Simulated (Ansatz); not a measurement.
# BH3NO radical (SMILES NB[O]): functionals against CCSD(T) at one geometry

An exercise on one series of results from a longer session: the logs are not shown, and one member is left open.

Computed with Ansatz 0.2.0, Gaussian basis. Level: single points in def2-TZVPP.

Cores are frozen in the correlated methods. Orbitals are unrestricted.

## Starting geometry

SMILES `NB[O]`, 6 atoms, charge 0, spin multiplicity 2.

Atoms are counted from 1 here; the program's logs count them from 0.

Bond lengths: N1–B2 1.451 Å, N1–H4 1.040 Å, N1–H5 0.972 Å, B2–O3 1.184 Å, B2–H6 1.406 Å. Angles: B2–N1–H4 132.5°, B2–N1–H5 123.2°, H4–N1–H5 98.5°, N1–B2–O3 143.9°, N1–B2–H6 104.3°, O3–B2–H6 110.4°.

Geometry (Å):

```xyz
6
BH3NO
N    -0.3633    0.2509   -0.5657
B     0.3190   -0.0073    0.6888
O     0.6416    0.4770    1.7201
H    -0.5339   -0.3365   -1.4068
H    -1.1345    0.8374   -0.6412
H     1.0427   -1.1892    0.4546
```

Set-up of the first run:

run/in.yaml

```yaml
crystal:
  periodic: [false, false, false]
  atoms:
    - {symbol: N, position_ang: [-0.363300, 0.250900, -0.565700]}
    - {symbol: B, position_ang: [0.319000, -0.007300, 0.688800]}
    - {symbol: O, position_ang: [0.641600, 0.477000, 1.720100]}
    - {symbol: H, position_ang: [-0.533900, -0.336500, -1.406800]}
    - {symbol: H, position_ang: [-1.134500, 0.837400, -0.641200]}
    - {symbol: H, position_ang: [1.042700, -1.189200, 0.454600]}
basis:
  gaussian: {orbitals: def2-TZVPP}
magnetization: {spin_polarized: true, initial_magnetization: 1}
correlation: {method: ccsd_t}
scf: {omitted_lower_state_checks: [cluster_reference]}
output: {forces: true}
```

The command line of these runs was not kept.

Among the steps run: CCSD(T)/def2-TZVPP; PBE0-D4/def2-TZVPP; wB97M-V/def2-TZVPP; r2SCAN-D4/def2-TZVPP; PBE-D4/def2-TZVPP; CAM-B3LYP-D4/def2-TZVPP; BLYP-D4/def2-TZVPP.

One of the session's tables, all rows but one given; the rest of the session is left out.

| method | RMS force component (eV/Å) | angle to CCSD(T) forces (°) | dipole (D) |
| --- | --- | --- | --- |
| CCSD(T) | 2.957 | reference | 3.05 |
| PBE0-D4 | ? | ? | ? |
| wB97M-V | 2.822 | 1.8 | 3.11 |
| r2SCAN-D4 | 2.815 | 1.5 | 3.23 |
| PBE-D4 | 2.891 | 3.7 | 3.24 |
| CAM-B3LYP-D4 | 2.744 | 2.8 | 3.17 |
| BLYP-D4 | 2.870 | 3.8 | 3.23 |

Q: Estimate the row for PBE0-D4 from the others.

As computed: RMS force component (eV/Å): 2.828; angle to CCSD(T) forces (°): 2.0; dipole (D): 3.15. In the column «RMS force component (eV/Å)» it lies between wB97M-V (2.822) and BLYP-D4 (2.870).
